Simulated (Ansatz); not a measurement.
Relaxation of BFH2 (4 atoms, charge 0, multiplicity 1), to a largest force component of 0.03 eV/Å in at most 50 steps.

All numbers below come from Ansatz 0.2.0, RKS B3LYP-D4/6-31G*.

```xyz
4
Properties=species:S:1:pos:R:3:forces:R:3
B 0.304 0.000 0.119 -0.08 0.00 0.04
F 0.371 0.000 1.438 -0.11 0.00 0.19
H 1.346 0.000 -0.455 0.05 0.00 -0.24
H -0.785 0.000 -0.388 0.14 0.00 0.01
```

Where does it end, and by what steps?

The forces met the threshold. After 2 steps the energy has fallen by 0.005 eV; H3 moved furthest, 0.02 Å.

| step | energy less start (eV) | largest force component (eV/Å) | accepted |
| --- | --- | --- | --- |
| 0 | 0.0000 | 0.239 | yes |
| 1 | -0.0045 | 0.062 | yes |
| 2 | -0.0048 | 0.009 | yes |

```xyz
4
Properties=species:S:1:pos:R:3
B 0.307 0.000 0.128
F 0.360 0.000 1.450
H 1.341 0.000 -0.474
H -0.772 0.000 -0.389
```

Whether the end is a true minimum wasn't checked by a vibrational analysis.

Run time: 0.83 s on 1 thread of AMD EPYC 9R45 96-Core Processor (Zen 5), on a shared host, peak memory 0.11 GiB.
